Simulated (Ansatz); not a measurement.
C3H5NO can be A, `OC1=CNC1`, or B, `N/C=C/C=O`.

Computed with Ansatz on PBE0-D4/def2-TZVP structures; ΔE is electronic, products minus reactants. CCSD(T)/CBS is the MP2 limit (def2-TZVPP, def2-QZVPP) plus CCSD(T) − MP2 in def2-TZVPP, frozen cores. Functionals use def2-TZVPP. One conformer a species, not always the lowest.

(1) Which isomer does CCSD(T)/CBS put lower? Give the gap. (Estimate.)

(2) Give E(B) − E(A) in kcal/mol with HF/def2-TZVPP, PBE-D4, CCSD(T)/def2-SVP, ωB97M-V, r2SCAN-D4, LDA (SPW92), MP2/def2-TZVPP. (An estimate is asked.)

(3) Does the order hold for the free energy at 298.15 K (harmonic terms from PBE0-D4)? (Estimate.)

Largest T1 diagnostic: 0.016.

## Answers

(1) The calculation gave: B, by 34.6 kcal/mol.

(2) The calculation gave: HF/def2-TZVPP -43.0, PBE-D4 -37.6, CCSD(T)/def2-SVP -37.4, ωB97M-V -35.9, r2SCAN-D4 -40.1, LDA (SPW92) -33.0, MP2/def2-TZVPP -35.0. None reverses the order clearly.

(3) Computed: Yes: G(B) − G(A) = -37.1 kcal/mol, for one conformer each. Modes under 60 cm⁻¹, often nearly free rotors, make the harmonic entropy too high.

In def2-TZVPP, CCSD(T) changes the Hartree–Fock value by +8.2 kcal/mol (the triples alone add +0.0 kcal/mol) and MP2 by +8.1 kcal/mol. From r2SCAN to r2SCAN0 (25 % exact exchange), in def2-TZVPP and without D4, E(B) − E(A) moves by +2.4 kcal/mol.
